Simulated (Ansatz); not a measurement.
Several solutions for doublet C2H

```xyz
3

H     0.0000    0.0000   -1.0500
C     0.0000    0.0000    0.0000
C     0.0000    0.0000    2.4400
```

Basis set: 6-31G (spherical functions). Charge 0, multiplicity 2.

PBE0 (unrestricted) was run from several starts with Ansatz (development build ahead of 0.2.0).

| run | program | start | converged | energy (hartree) | <S²> |
| --- | --- | --- | --- | --- | --- |
| A | Ansatz | stability test followed | yes | -76.22730 | 2.13 |
| B | Ansatz | atomic start, no search | yes | -76.22730 | 2.13 |
| C | Ansatz | search for the lowest state | yes | -76.22814 | 1.71 |

Task: Which runs reached the lowest solution of this kind, and what is wrong with the others?

Result: C reached the lowest solution found. Converged but too high: A by 0.02 eV, B by 0.02 eV. Convergence only shows a stationary point, and even a stable one can lie too high; stability tests and further starts are what find lower ones. Caution: the unrestricted determinant is a mixture of spin states.
